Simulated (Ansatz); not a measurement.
**Pd: which structure is lowest?**

Computed with DFT, BLYP, plane waves (420 eV) with PAW, scalar-relativistic in Ansatz 0.2.0. The PAW files were generated under PBE, with cores re-solved for the functional.

Each structure is relaxed within its own symmetry, so a high-lying one may be dynamically unstable.

Rank these structures of palladium by energy per atom, lowest first.
A. simple cubic
B. dhcp
C. fcc
D. diamond
E. bcc
F. A15
G. omega (AlB2-type)
H. hcp

C (0 meV/atom), B (13 meV/atom), H (26 meV/atom), E (35 meV/atom), G (82 meV/atom), F (103 meV/atom), A (320 meV/atom), D (777 meV/atom).

| structure | ΔE (meV/atom) | V (Å³/atom) | cell | magnetic state |
| --- | --- | --- | --- | --- |
| fcc | 0 | 16.38 | a = 4.032 Å | spin not included |
| dhcp | 13 | 16.41 | a = 2.841 Å, c = 9.387 Å (c/a = 3.304) | spin not included |
| hcp | 26 | 16.46 | a = 2.833 Å, c = 4.735 Å (c/a = 1.671) | spin not included |
| bcc | 35 | 16.45 | a = 3.204 Å | non-magnetic |
| omega (AlB2-type) | 82 | 16.73 | a = 4.605 Å, c = 2.734 Å (c/a = 0.594) | spin not included |
| A15 | 103 | 16.84 | a = 5.126 Å | spin not included |
| simple cubic | 320 | 19.03 | a = 2.670 Å | spin not included |
| diamond | 777 | 26.06 | a = 5.930 Å | ferromagnetic, net 0.43 μB per atom |

ΔE counts from fcc.

Differences under about 8 meV lie within the error of the k-point mesh.
